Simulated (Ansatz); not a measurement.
The input, for Ansatz 0.2.0:

```yaml
crystal:
  periodic: [false, false, false]
  atoms:
    - {symbol: Al, position_ang: [0.000000, 0.000000, 0.000000]}
    - {symbol: O, position_ang: [0.000000, 0.000000, 1.732900]}
basis:
  gaussian: {orbitals: cc-pVDZ}
total_charge: 1
magnetization: {spin_polarized: false, initial_magnetization: 4}
correlation: {method: bccd_t, electrons: outside_noble_gas}
```

```sh
$ ansatz run in.yaml --threads 1 --pin off --events-out ev --progress --plain --max-ram 4096MiB --backend cpu
```

(1) Roughly how long does this take on 1 thread of AMD EPYC 7R13, shared host, and how much host memory?

```
309 factors; integrals over basis functions are off by at most 6.5e-4 eV
mean field evaluation 1: about -8605.9203 eV, gradient 1.3e1 eV
mean field evaluation 2: about -8605.9941 eV, gradient 1.2e1 eV
mean field evaluation 4: about -8606.8918 eV, gradient 1.4e0 eV
mean field evaluation 8: about -8606.9092 eV, gradient 1.2e-1 eV
mean field evaluation 16: about -8606.8978 eV, gradient 1.3e0 eV
mean field evaluation 32: about -8606.9056 eV, gradient 5.0e-1 eV
mean field evaluation 64: about -8606.9093 eV, gradient 6.9e-5 eV
mean field evaluation 96: about -8605.4940 eV, gradient 5.6e-4 eV
mean field evaluation 128: about -8606.8879 eV, gradient 1.4e0 eV
mean field evaluation 160: about -8605.7150 eV, gradient 2.6e-4 eV
mean field evaluation 192: about -8603.9882 eV, gradient 1.5e-2 eV
mean field -8606.90926288 eV, -316.2980814384 hartree, gradient 4.1e-6 eV, S^2 6.000000; 9 other end points of the search recorded, 0 dependent functions left out
mean field evaluation 224: about -8607.0630 eV, gradient 7.4e-1 eV
determinant -8606.90926288 eV, -316.2980814384 hartree, with singles and doubles -8610.55506071 eV, -316.4320620374 hartree
determinant -8605.71499871 eV, -316.2541930394 hartree, with singles and doubles -8609.30995575 eV, -316.3863052738 hartree
determinant -8605.49400186 eV, -316.2460715552 hartree, with singles and doubles -8609.07338382 eV, -316.3776114159 hartree
determinant -8603.98821443 eV, -316.1907348875 hartree, with singles and doubles -8607.85094747 eV, -316.3326877085 hartree
6 core orbitals not correlated: weight in the atoms' cores, before any rotation towards them, 1.000 or more for the frozen orbitals, at most 0.000 for the correlated occupied ones
reference -8606.90926288 eV, -316.2980814384 hartree; 6, 2 occupied and 20, 24 virtual orbitals, 309 factors
second order -3.02569280 eV of doubles, -0.11298993 eV of singles
cycle   1  -3.64579011 eV  change    7.7e-6 eV  update   3.3e-3
cycle   2  -3.64489093 eV  change    9.0e-4 eV  update   9.6e-4
cycle   3  -3.64470396 eV  change    1.9e-4 eV  update   5.3e-4
cycle   4  -3.64468237 eV  change    2.2e-5 eV  update   2.4e-4
cycle   5  -3.64477547 eV  change   -9.3e-5 eV  update   1.4e-4
cycle   6  -3.64481584 eV  change   -4.0e-5 eV  update   5.7e-5
cycle   7  -3.64483042 eV  change   -1.5e-5 eV  update   2.3e-5
cycle   8  -3.64483157 eV  change   -1.2e-6 eV  update   9.2e-6
perturbative correction -0.04621267 eV, -0.0016982844 hartree
Total energy: -8610.60030712 eV, -316.4337248122 hartree
```

For the same geometry and basis full CI lies 10.6 meV lower.

## Answers

(1) 1.1 s wall and 0.12 GiB.
